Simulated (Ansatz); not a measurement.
hcp Lu: elastic constant C13 by level of theory

No measured value is used here.

```tsv
level (code)	value (GPa)	cell (Å³/atom)
LDA (Ansatz)	28.7	25.99
PBE (Ansatz)	22.0	29.09
PBEsol (Ansatz)	23.9	27.48
HSE06 (Ansatz)	18.1	30.54
```

Density-functional levels without +SOC have no spin–orbit coupling. HSE06: hybrids on metals are sensitive to the k mesh. Each level is taken at its own relaxed cell. K meshes differ between the levels. Ansatz's density-functional and Hartree–Fock values are scalar-relativistic unless marked +SOC, with PAW data made under PBE.

Ansatz is a program for electronic structure.
